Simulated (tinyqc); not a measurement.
Inside a calculation. Method: UKS/LDA (VWN5) in the sto-3g basis, for H2O, spin multiplicity 3. One step of it, computed by the program tinyqc.

Problem. Orthogonalisation. S = U s U^T; canonical form X = U s^(-1/2), so that X^T S X = 1. Each column of U has its largest component positive (the first on a tie).

overlap S, order 1O 1s, 1O 2s, 1O 2px, 1O 2py, 1O 2pz, 2H 1s, 3H 1s:
$$\begin{pmatrix}
1.000000 & 0.236704 & 0.000000 & 0.000000 & 0.000000 & 0.030354 & 0.030354 \\
0.236704 & 1.000000 & 0.000000 & 0.000000 & 0.000000 & 0.330914 & 0.330914 \\
0.000000 & 0.000000 & 1.000000 & 0.000000 & 0.000000 & 0.000000 & 0.000000 \\
0.000000 & 0.000000 & 0.000000 & 1.000000 & 0.000000 & 0.224938 & -0.224938 \\
0.000000 & 0.000000 & 0.000000 & 0.000000 & 1.000000 & 0.202242 & 0.202242 \\
0.030354 & 0.330914 & 0.000000 & 0.224938 & 0.202242 & 1.000000 & 0.168215 \\
0.030354 & 0.330914 & 0.000000 & -0.224938 & 0.202242 & 0.168215 & 1.000000
\end{pmatrix}$$

Give: eigenvalues of S; X.

Solution.

eigenvalues of S: [0.494, 0.587, 0.881, 1.000, 1.112, 1.245, 1.681]

X, order 1O 1s, 1O 2s, 1O 2px, 1O 2py, 1O 2pz, 2H 1s, 3H 1s:
$$\begin{pmatrix}
-0.379 & 0.000 & 0.710 & 0.000 & 0.617 & 0.000 & 0.190 \\
0.963 & 0.000 & -0.306 & 0.000 & 0.334 & 0.000 & 0.446 \\
0.000 & 0.000 & 0.000 & 1.000 & 0.000 & 0.000 & 0.000 \\
0.000 & 0.796 & 0.000 & 0.000 & 0.000 & 0.710 & 0.000 \\
0.480 & 0.000 & 0.677 & 0.000 & -0.594 & 0.000 & 0.232 \\
-0.600 & -0.731 & -0.199 & 0.000 & -0.164 & 0.387 & 0.391 \\
-0.600 & 0.731 & -0.199 & 0.000 & -0.164 & -0.387 & 0.391
\end{pmatrix}$$
